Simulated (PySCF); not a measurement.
## Al₂⁺ at ROHF-CCSD(T)

Computed with ROHF-CCSD(T); Al x2c-SVPall; spin-free X2C with a Gaussian nucleus (PySCF 2.14).

```
state                          : ²Σg⁺ (doublet), unpaired electrons σ ↑
bond length                    : 6.035 bohr
harmonic wavenumber            : 147 cm⁻¹
force constant                 : 0.171 mdyn/Å
rotational constant Be         : 0.1225 cm⁻¹
anharmonicity ωexe             : 1.09 cm⁻¹
vibration–rotation constant αe : 0.00176 cm⁻¹
well depth De to Al⁺ + Al      : 28.6 kcal/mol
dissociation energy D0         : 28.4 kcal/mol
```

Correlated steps freeze 10 core orbitals. Correlated levels converge slowly with the basis: in double zeta they bind strong bonds too weakly, by up to about 1 eV, and carry superposition errors of some tenths. The state is the lowest determinant that a PBE0 search found; another state may lie lower at other levels.
